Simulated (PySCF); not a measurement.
Task: Give a GFN2-xTB geometry of `CCSSC` (methyl ethyl disulfide).

Result: 
```
atom  x, y, z in Å
C1    -2.0227    0.2662   -0.5306
C2    -1.0998   -0.7913    0.0355
S3    -0.1154   -0.1552    1.4501
S4     1.0577    1.2490    0.5799
C5     2.5336    0.2850    0.1049
H6    -1.4474    1.1196   -0.8858
H7    -2.5907   -0.1422   -1.3641
H8    -2.7165    0.6114    0.2324
H9    -0.4012   -1.1632   -0.7138
H10   -1.6546   -1.6288    0.4555
H11    3.2436    0.9972   -0.3008
H12    2.2656   -0.4479   -0.6497
H13    2.9433   -0.1993    0.9851
```

Any rigid rotation of these coordinates is as good. Atoms count from 1 in this order. Of the pairs four or more bonds apart, S4···H6 is among the closest relative to their van der Waals radii: 2.91 Å, 97 % of the sum of Bondi's values.

Bonds between heavy atoms (Å): C1–C2 1.513, C2–S3 1.837, S3–S4 2.026, S4–C5 1.826.

Structure optimised with GFN2-xTB, isolated species.

Point group: C1 (no symmetry element, even within 0.4 Å). GFN2-xTB frequencies: not computed here. One conformer, not necessarily the lowest (C1–C2–S3–S4 -66°, C2–S3–S4–C5 -90°).
